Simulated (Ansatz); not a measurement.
# bcc Ta

These are PBEsol in Ansatz (PAW) values and carry that method's errors.

Run with plane-wave cutoff 500 eV, 18×18×1 k mesh (along the axes of the cell as run), Fermi–Dirac smearing 0.1 eV, scalar-relativistic PAW data made under PBE.

Cell: relaxed at this level.

| Quantity | Result |
|---|---|
| surface energy of the (111) face | 2.99 J/m² |
| work function of the (111) face | 3.96 eV |

The slab of 18 atoms is relaxed and unreconstructed.

Spin–orbit coupling is not included.

Static lattice: no zero-point or thermal effects.

Cost on a shared machine: very roughly 24 core-minutes.

Ansatz is an electronic-structure program.
